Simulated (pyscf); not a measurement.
H₂Ga–AsH₂ → HGa=AsH + H₂, an elimination (singlet surface; As–H, Ga–H broken, H–H formed). Single points on ωB97X-D3(BJ)/def2-SVP structures (PySCF, gas phase). Energies in kJ/mol from the reactant's lowest minimum found.

Small-basis levels: PySCF, no dispersion term, spherical d functions. AM1 to PM7: differences of heats of formation from MOPAC, which are fitted to 298 K values and so differ in kind from electronic energies by zero-point and thermal terms. GFN2-xTB: tblite. 

```tsv
level	barrier	reaction energy
HF/STO-3G	___	+187.4
SVWN5/6-31G*+LANL2DZ	185.1	+120.3
BP86/6-31G*+LANL2DZ	204.5	+100.9
PBE/6-31G*+LANL2DZ	201.6	+103.9
B3LYP/STO-3G	296.6	+102.7
B3LYP/3-21G	219.0	+118.6
GFN2-xTB	___	+141.4
PM3	102.0	-59.6
PM6	291.8	+54.5
ωB97M-D3(BJ)/def2-TZVP	___	+111.6
```

Q: Fill in the missing entries.

A: 
- HF/STO-3G, barrier: 458.9
- GFN2-xTB, barrier: 225.9
- ωB97M-D3(BJ)/def2-TZVP, barrier: 222.6

Against the last row the barrier runs from -120.6 (PM3) to +236.3 kJ/mol (HF/STO-3G). ωB97M-D3(BJ)/def2-TZVP has limits of its own. At the saddle there is also a short Ga–H contact that neither side keeps. HGa=AsH lies 51.3 kJ/mol over its isomer Ga–AsH₂ [singlet] (electronic energy, ωB97M-D3(BJ)/def2-TZVP). One saddle was located; it need not be the lowest between these sides. In the def2 sets elements up to Kr have no core potential.
